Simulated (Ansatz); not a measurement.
## A relaxation, step by step

SiH6O (SMILES O.[SiH4]), closed shell, PBE0-D4/def2-TZVP (Ansatz 0.2.0). Settings:

```yaml
hamiltonian: {xc: pbe0, dispersion: d4}
relax: {f_tol: 0.005, max_steps: 200}
```

Start (the SMILES describes the start alone):

```
atom    x (Å)    y (Å)    z (Å)
  O1   0.3085  -0.1538  -1.8613
  H2  -0.5795  -0.5498  -1.9437
  H3   0.1196   0.8012  -1.9271
 Si4   0.0407  -0.0256   1.1200
  H5   0.3306  -1.4556   0.7775
  H6   1.1759   0.8805   0.7460
  H7  -0.1558   0.0694   2.6130
  H8  -1.2402   0.4337   0.4756
```

```tsv
step	energy less the last (meV)	largest force component (eV/Å)
1	39.0	0.976
2	34.1	1.255
3	23.9	1.052
4	2.2	0.126
5	0.4	0.007
6	0.2	0.025
7 (rejected trial)	0.3	0.099
8	0.0	0.003
9	0.0	0.007
10 (rejected trial)	0.9	0.208
11	0.0	0.000
```

Step 3, positions (Å) and forces (eV/Å):

| atom | x | y | z | Fx | Fy | Fz |
| --- | --- | --- | --- | --- | --- | --- |
| O1 | 0.260 | -0.125 | -1.892 | 0.892 | -0.635 | 0.805 |
| H2 | -0.504 | -0.577 | -2.205 | -0.796 | -0.411 | -0.354 |
| H3 | 0.212 | 0.753 | -2.223 | -0.112 | 1.052 | -0.432 |
| Si4 | 0.004 | -0.009 | 1.239 | 0.131 | -0.068 | 0.060 |
| H5 | 0.277 | -1.403 | 0.810 | -0.041 | 0.021 | -0.026 |
| H6 | 1.099 | 0.894 | 0.808 | -0.038 | 0.019 | -0.029 |
| H7 | -0.038 | 0.007 | 2.728 | -0.040 | 0.019 | 0.012 |
| H8 | -1.310 | 0.460 | 0.735 | 0.002 | 0.002 | -0.037 |

Step 6, positions (Å) and forces (eV/Å):

```tsv
atom	x	y	z	Fx	Fy	Fz
O1	0.249	-0.124	-1.858	0.015	-0.008	0.020
H2	-0.521	-0.574	-2.211	-0.009	0.005	-0.006
H3	0.198	0.772	-2.199	-0.009	0.004	-0.004
Si4	0.020	-0.018	1.232	0.011	-0.002	0.025
H5	0.289	-1.417	0.825	-0.004	-0.001	-0.010
H6	1.114	0.886	0.801	-0.004	0.002	-0.008
H7	-0.066	0.030	2.718	0.000	0.001	0.001
H8	-1.284	0.445	0.691	-0.001	0.000	-0.018
```

Step 9, positions (Å) and forces (eV/Å):

```json
{"atom": "O1", "x": "0.254", "y": "-0.128", "z": "-1.848", "Fx": "-0.007", "Fy": "0.006", "Fz": "-0.006"}
{"atom": "H2", "x": "-0.529", "y": "-0.570", "z": "-2.186", "Fx": "0.004", "Fy": "0.000", "Fz": "0.002"}
{"atom": "H3", "x": "0.190", "y": "0.776", "z": "-2.167", "Fx": "0.002", "Fy": "-0.006", "Fz": "0.003"}
{"atom": "Si4", "x": "0.022", "y": "-0.019", "z": "1.220", "Fx": "0.000", "Fy": "-0.001", "Fz": "-0.001"}
{"atom": "H5", "x": "0.294", "y": "-1.420", "z": "0.819", "Fx": "0.000", "Fy": "0.001", "Fz": "0.001"}
{"atom": "H6", "x": "1.118", "y": "0.883", "z": "0.791", "Fx": "0.000", "Fy": "0.000", "Fz": "0.001"}
{"atom": "H7", "x": "-0.074", "y": "0.036", "z": "2.706", "Fx": "-0.001", "Fy": "0.000", "Fz": "-0.002"}
{"atom": "H8", "x": "-1.276", "y": "0.441", "z": "0.665", "Fx": "0.002", "Fy": "0.000", "Fz": "0.001"}
```

Last step (11):

O1  (0.253, -0.128, -1.849)
H2  (-0.530, -0.568, -2.187)
H3  (0.191, 0.776, -2.167)
Si4  (0.023, -0.019, 1.221)
H5  (0.295, -1.420, 0.821)
H6  (1.119, 0.883, 0.793)
H7  (-0.076, 0.036, 2.706)
H8  (-1.275, 0.440, 0.663)
(Å)

Hardware: 2 CPU threads of an Arm Neoverse V2, shared host. Wall time about 14 s.
